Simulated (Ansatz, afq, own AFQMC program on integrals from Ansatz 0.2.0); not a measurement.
# Cr, septet: AFQMC among the cluster methods

A free Cr atom.

Basis def2-SVP. Only valence electrons are correlated. Ansatz 0.2.0 and our own AFQMC program on the same integrals; the CISD trial comes from CCSD amplitudes, and released means the phaseless constraint is let go. Free projection: walkers drawn from exp(T), propagated without any constraint. Its projection time is finite, and what remains of the start isn't in its error. Uncertainties: one standard error, sampling alone. The metal's outer-core s and p shells are frozen, which shifts wave-function levels against functionals.

Determinant: UHF, the one that the program's search chose, which needn't be the lowest solution.

Full CI on the same integrals is exact in this basis and with this determinant's frozen core.

Cautions: no relativity below Rb; outer-core shells of the metal frozen.

```
T1 diagnostic                               : 0.0088
weight of the determinant in the CISD state : 0.978
⟨S²⟩ of the determinant                     : 12.000
size of the correlated space                : 6 electrons in 22 orbitals
```

Reference: full CI, correlation energy -1.659 eV. The released energy is read at 3.00 1/Eh, later times being too noisy (meV from the phaseless value at times in 1/Eh: -5.0 ± 1.1 at 0.60, -5.1 ± 1.6 at 1.20, -5.6 ± 1.6 at 2.00, -7.5 ± 2.1 at 3.00, -21 ± 11 at 4.20).

| level | E − E(reference) (kcal/mol) | share of correlation (%) |
| --- | --- | --- |
| HF | 38.27 | 0.00 |
| MP2 | 4.17 | 89.10 |
| CCSD | 0.96 | 97.50 |
| CCSD(T) | 0.08 | 99.79 |
| CCSDT | -0.05 | 100.13 |
| CCSDT(Q) | -0.01 | 100.02 |
| CCSDTQ | 0.00 | 100.00 |
| ph-AFQMC/HF | 0.27 ± 0.34 | 99.28 |
| ph-AFQMC/CISD | 0.15 ± 0.04 | 99.61 |
| released AFQMC | -0.02 ± 0.05 | 100.06 |
| free AFQMC | -0.01 ± 0.02 | 100.02 |

CCSDT and higher add their correlation energy to the determinant of the CCSD(T) run, since their own runs factorise the integrals more tightly (a shift of under 2 meV). Free projections are given only where their last times agree within the noise and don't stop above the reference; a slow remainder of the start can still hide under it. A walk keeps the symmetry of its determinant, which the program's search chose and which needn't be the lowest solution, so a lower state of the same spin and another symmetry isn't excluded. Released energies are given only where the last usable release times agree within the noise; a slower fall can still hide under it.
